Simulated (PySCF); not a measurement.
# Where the electron goes

Compound: C₅H₁₁P.
Z-matrix (Å and degrees, GFN2-xTB geometry), rows numbered from 1:
```
C 
C   1  1.5241
C   2  1.5225  1  111.98
C   3  1.5372  2  115.57  1   179.09
P   4  1.8758  3   91.71  2  -142.74
C   3  1.5380  2  116.19  1    68.06
H   1  1.0875  2  110.52  3   -59.83
H   1  1.0874  2  110.55  3  -179.85
H   1  1.0880  2  110.51  3    60.15
H   2  1.0930  1  109.54  3  -120.76
H   2  1.0928  1  109.55  3   121.27
H   3  1.0942  2  109.16  1   -56.58
H   4  1.0884  3  117.11  2    95.58
H   4  1.0918  3  111.53  2   -30.75
H   5  1.4059  4   93.91  3   -76.02
H   6  1.0885  3  117.22  2   -96.59
H   6  1.0918  3  111.70  2    30.20
```

The calculation used TDDFT B3LYP/def2-SVPD, vertical, gas phase, core orbitals frozen in the response in PySCF.

Frontier orbitals with the atoms that hold most of them (Löwdin shares over 4%, at most four atoms; ? is withheld):

```json
{"orbital": "HOMO-3", "ε (eV)": "-9.04", "atoms": "C2 19%, C6 16%, C3 12%, H10 11%"}
{"orbital": "HOMO-2", "ε (eV)": "-8.58", "atoms": "P5 19%, H15 14%, C4 12%, C6 11%"}
{"orbital": "HOMO-1", "ε (eV)": "-8.40", "atoms": "C4 25%, C6 25%, P5 20%, H16 7%"}
{"orbital": "HOMO", "ε (eV)": "-6.45", "atoms": "?"}
{"orbital": "LUMO", "ε (eV)": "?", "atoms": "?"}
{"orbital": "LUMO+1", "ε (eV)": "0.32", "atoms": "P5 21%, C4 12%, H15 10%, H13 8%"}
{"orbital": "LUMO+2", "ε (eV)": "0.82", "atoms": "C1 15%, P5 12%, C2 11%, H15 11%"}
```

Task: Which atoms hold the LUMO, and with what shares?

Result: P5 (bonded to 2 C and H) 36%; C6 (bonded to C, P and 2 H) 13%; C4 (bonded to C, P and 2 H) 10%; H15 (bonded to P) 8%. By element: phosphorus 36%, carbon 23% or more, hydrogen 8% or more.

Task: Which atoms hold the HOMO, and with what shares?

Result: P5 (bonded to 2 C and H) 56%; C4 (bonded to C, P and 2 H) 11%; C6 (bonded to C, P and 2 H) 11%; C3 (bonded to 3 C and H) 8%. By element: phosphorus 56%, carbon 30% or more.

Task: What is the LUMO energy, and the HOMO–LUMO gap?

Result: ε(LUMO) = 0.11 eV; the gap is 6.56 eV (0.2411 hartree).

Task: How does S1 compare with the orbital gap of 6.56 eV?

Result: S1 is at 5.69 eV (f = 0.040), 0.87 eV below the gap, made of HOMO→LUMO (98%). 

Task: One configuration dominates each of S1 and S2. Which, and how do the shares of the two leading atoms of either orbital change from the occupied to the empty one?

Result: 
- S1 (5.69 eV, f 0.040), HOMO→LUMO (98%): P5 56% → 36%, C4 11% → 10%, C6 11% → 13%
- S2 (5.89 eV, f 0.022), HOMO→LUMO+1 (95%): P5 56% → 21%, C4 11% → 12%

Löwdin shares depend on the basis, the more so with diffuse functions.

One conformer stands for the species.
